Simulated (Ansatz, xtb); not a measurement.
## C4H8OS: which of two isomers lies lower

We compare a, `CO[C@@H]1C[C@@H]1S`, a singlet, with b, `CO[C@@H]1C[C@H]1S`, a singlet. Both are isolated molecules in the gas phase, relaxed with PBE-D3(BJ)/def2-SVP; the shapes shown needn't be the lowest conformers.

a (Å):

```xyz
14

C    -0.6073    0.6542   -1.2280
C    -0.1423   -0.3612    0.8204
C     0.2441   -1.6038    1.5720
C    -1.2224   -1.3115    1.3181
O     0.1555   -0.3289   -0.5408
S    -2.1994   -2.2809    0.1473
H    -1.7003    0.4558   -1.1478
H    -0.4018    1.6766   -0.8322
H    -0.3067    0.6185   -2.2927
H    -0.0577    0.6223    1.3269
H     0.6937   -2.4081    0.9681
H     0.6467   -1.5059    2.5927
H    -1.8431   -0.9779    2.1655
H    -1.3194   -2.0883   -0.8790
```

b (Å):

```xyz
14

C    -1.6346    0.7763   -0.8328
C    -0.8805   -0.6281    0.8702
C     0.1965   -0.8670    1.8790
C     0.3931   -1.3477    0.4494
O    -1.0715    0.6864    0.4608
S     0.4179   -3.1254    0.1709
H    -1.7630    1.8507   -1.0668
H    -0.9769    0.3156   -1.6080
H    -2.6317    0.2772   -0.8891
H    -1.7972   -1.2511    0.9264
H     0.7865    0.0093    2.1876
H     0.0155   -1.6178    2.6631
H     1.0970   -0.7515   -0.1564
H    -0.2093   -3.1133   -1.0414
```

Energies in hartree; the thermal terms are from GFN2-xTB frequencies at re-optimised GFN2-xTB minima (ideal gas, soft modes damped towards free rotors, one conformer each, 298.15 K, 1 atm) and include the zero-point energy:

```
                              a           b
E, CCSD(T)/def2-SVP  −629.129141  −629.130950
    E, MP2/def2-SVP  −629.036632  −629.038370
  E, MP2/def2-TZVPP  −629.653112  −629.655482
  zero-point energy     0.110109     0.109482
       H(298 K) − E     0.118272     0.117995
       G(298 K) − E     0.078775     0.077453
```

Correct the CCSD(T) difference for the basis set by the MP2 change, then work out ΔE, ΔE₀, ΔH and ΔG for a → b in kcal/mol (1 Eh = 627.51 kcal/mol) and the equilibrium ratio [b]/[a].

1. Differences b − a: CCSD(T) −0.001809, MP2 in the small set −0.001738, MP2 in the large set −0.002370 Eh.
2. ΔE = −0.001809 + (−0.002370 − (−0.001738)) = −0.002441 Eh = −1.53 kcal/mol.
3. ΔE₀ = ΔE + ΔZPE = −0.002441 + (−0.000627) Eh = −1.93 kcal/mol.
4. ΔH = ΔE + (−0.000277) Eh = −1.71 kcal/mol.
5. ΔG = ΔE + (−0.001322) Eh = −2.36 kcal/mol, so ΔS = (ΔH − ΔG)/T = +9.2 J/(mol K).
6. kT = 0.9442 mEh, so K = [b]/[a] = exp(−ΔG/kT) = exp(+3.99) ≈ 54.

Structure b is favoured at this temperature. An error of 1 kcal/mol in ΔG would change K by a factor of 5.4. Mirror images and further conformers aren't counted.

As drawn, both hold the same kinds of bond in the same numbers.

Other levels gave ΔE = +0.4 (GFN2-xTB); −0.4 (HF/STO-3G, GFN2-xTB geometries); −0.6 (r2SCAN-D4/def2-SVP, GFN2-xTB geometries); −0.4 (PBE-D3(BJ)/def2-SVP); −3.0 (HF/def2-SVP); −1.1 (MP2/def2-SVP); −1.1 (CCSD(T)/def2-SVP) kcal/mol. The correlated steps freeze 10 core orbitals. Programs: Ansatz 0.2.0, xtb 6.7.1.
